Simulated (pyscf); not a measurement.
One hydrogen abstraction on the doublet surface with elements of a group swapped. ωB97M-D3(BJ)/def2-TZVP, kJ/mol, from the separated reactants. Optimised with ωB97X-D3(BJ)/def2-SVP in PySCF.

| step | barrier | reaction energy | imaginary mode (i cm⁻¹) |
|---|---|---|---|
| `[O][Ga]([OH])[F]` [doublet] + `[H][H]` → `[OH][Ga]([OH])[F]` + `[H]` [doublet] | 10.7 | -66.7 | 821 |
| `[O][Al]([OH])[F]` [doublet] + `[H][H]` → `[OH][Al]([OH])[F]` + `[H]` [doublet] | … | … | 756 |

Task: Fill in the missing entries.

Result: 
- `[O][Al]([OH])[F]` [doublet] + `[H][H]` → `[OH][Al]([OH])[F]` + `[H]` [doublet], barrier: 8.9
- `[O][Al]([OH])[F]` [doublet] + `[H][H]` → `[OH][Al]([OH])[F]` + `[H]` [doublet], reaction energy: -79.1

Each row is the saddle that its search found. Elements up to Kr have no core potential and no relativistic terms here.
